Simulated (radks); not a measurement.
# F³⁺ in [He] 2s2 2p1 3s1: an all-electron calculation

One table from this session's results is given with a row withheld; the runs are named, their logs left out.

Method: non-relativistic Kohn-Sham, PBE, spin-polarised, spherical densities, point nucleus; open shells are filled with parallel spins first. Code: radks (a radial shooting solver on a logarithmic mesh, Libxc functionals) version 1.

## Starting point

| Quantity | Value |
| --- | --- |
| element | fluorine (Z = 9) |
| charge | +3 |
| electrons | 6 |
| configuration | [He] 2s2 2p1 3s1 |

The outer shells:

F³⁺
```
[He] core
2s [↑↓]
2p [↑ ][  ][  ]
3s [↑ ]
```

The first run:

Settings of this run:

```text
Z 9
configuration [He] 2s2 2p1 3s1
relativity non-relativistic
functional pbe,pbe
spin polarised
nucleus point
```

Command:

```console
$ python run_ks.py task.json out
```

This one command runs every case of the session in turn.

Steps of the session up to this table: Self-consistent calculation.

One of the session's tables, all rows but one given; the rest of the session is left out.

It belongs to the step «Shells». From the orbitals of this run (lengths in bohr):

```
  level     <r>  outermost maximum (interpolated)  90 % within  nodes
  1s up  0.1762                             0.115        0.315      0
1s down  0.1759                             0.115        0.315      0
  2s up  0.8419                             0.699         1.30      1
2s down  0.8500                             0.703         1.32      1
  2p up  0.7769                             0.597         1.27      0
2p down       ?                                 ?            ?      ?
  3s up   2.332                              2.14         3.39      2
```

Estimate the missing values for 2p down.

As computed: <r>: 0.7866; outermost maximum (interpolated): 0.604; 90 % within: 1.29; nodes: 0. In the column «<r>» it lies between 2p up (0.7769) and 2s up (0.8419).
